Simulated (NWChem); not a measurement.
System: chlorine (Cl$_{2}$); SMILES ClCl

Input file for NWChem:

```
start job
memory heap 200 mb stack 900 mb global 1100 mb
geometry units angstroms noautoz
  Cl     0.000000     0.000000     1.012769
  Cl     0.000000     0.000000    -1.012769
end
basis spherical
  * library def2-tzvpd
end
dft
  xc b3lyp
  iterations 150
  mulliken
end
task dft energy
```

The geometry was optimised at PBE0/def2-SVP.

Task: Predict the main results of this run. (B3LYP/def2-TZVPD.) Quantities: energy (Ha); highest occupied level (eV); orbital gap (eV).

Result: 
```yaml
energy (Ha): -920.42
highest occupied level (eV): -8.55
orbital gap (eV): 4.81
```
